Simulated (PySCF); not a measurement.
# C4H4N2: the cost of one run

Computed with PySCF 2.14.0. Level: levels as typed in each script, gas phase, geometry from GFN2-xTB.

## 1. The starting structure

SMILES `c1cnccn1`, 10 atoms, charge 0, spin multiplicity 1.

Bond lengths: C1–C2 1.389 Å, C1–N6 1.325 Å, C1–H7 1.081 Å, C2–N3 1.323 Å, C2–H8 1.081 Å, N3–C4 1.325 Å, C4–C5 1.389 Å, C4–H9 1.081 Å, C5–N6 1.323 Å, C5–H10 1.081 Å. Angles: C2–C1–N6 121.4°, C2–C1–H7 122.2°, N6–C1–H7 116.4°, C1–C2–N3 121.5°, C1–C2–H8 122.2°, N3–C2–H8 116.3°, C2–N3–C4 117.0°, N3–C4–C5 121.4°, N3–C4–H9 116.4°, C5–C4–H9 122.2°, C4–C5–N6 121.5°, C4–C5–H10 122.2°, N6–C5–H10 116.3°, C1–N6–C5 117.0°.

Coordinates:

```xyz
10
charge 0, multiplicity 1
C     1.1217    0.7066    0.0000
C     1.1365   -0.6827    0.0000
N     0.0160   -1.3859    0.0000
C    -1.1217   -0.7066    0.0000
C    -1.1365    0.6827    0.0000
N    -0.0160    1.3859    0.0000
H     2.0309    1.2920    0.0000
H     2.0579   -1.2486    0.0000
H    -2.0309   -1.2920    0.0000
H    -2.0579    1.2486    0.0000
```

## 2. Excited states (CAM-B3LYP/6-31+g*)

The input, input.py:

```python
import numpy as np
from pyscf import gto, scf, dft, tdscf
from pyscf.scf import atom_ks, atom_hf
from scipy.linalg import block_diag

def solve(mol, dm0=None, hcore=None):
    mf = (dft.UKS if mol.spin else dft.RKS)(mol, xc='camb3lyp')
    mf.grids.level = 3
    mf = mf.density_fit(auxbasis='def2-universal-jkfit')
    mf.conv_tol, mf.max_cycle = 1e-8, 80
    if hcore is not None:
        mf.get_hcore = lambda *args: hcore
    mf.kernel(dm0)
    if not mf.converged:
        mf = mf.newton().run(mf.mo_coeff, mf.mo_occ, max_cycle=30)
    assert mf.converged, 'SCF not converged'
    return mf

mol = gto.M(atom='''
C      1.12172     0.70663     0.00000
C      1.13647    -0.68266     0.00000
N      0.01601    -1.38591     0.00000
C     -1.12172    -0.70663     0.00000
C     -1.13647     0.68266     0.00000
N     -0.01601     1.38591     0.00000
H      2.03092     1.29201     0.00000
H      2.05788    -1.24862     0.00000
H     -2.03092    -1.29201     0.00000
H     -2.05788     1.24862     0.00000
''', basis='6-31+g*', charge=0, spin=0, verbose=4)
mf = solve(mol)
td = mf.TDDFT()
td.nstates, td.singlet, td.conv_tol = 6, False, 1e-5
td.kernel()
td.analyze()
x, y = np.array([p[0] for p in td.xy]), np.array([p[1] + 0 * p[0] for p in td.xy])
f, mu = np.zeros(len(td.e)), np.zeros((len(td.e), 3))
nto = [td.get_nto(state=i + 1, verbose=4) for i in range(len(td.e))]
# spherically averaged free atoms, for the promolecule
atm = atom_ks.get_atm_nrks(mol, xc='camb3lyp')
pro = block_diag(*[(atm[a[0]][2] * atm[a[0]][3]) @ atm[a[0]][2].T for a in mol._atom])
np.savez('result.npz', e=td.e, f=f, ok=td.converged, w=[n[0] for n in nto], nto=[n[1] for n in nto], x=x, y=y, c=mf.mo_coeff, occ=mf.mo_occ, eps=mf.mo_energy, pro=pro, mu=mu)
```

Command:

```console
OMP_NUM_THREADS=1 python input.py
```

What time and memory should one allow on 1 thread of AMD EPYC 9R45 (Zen 5), shared host?

About 4.1 min, with a peak of 0.78 GiB.
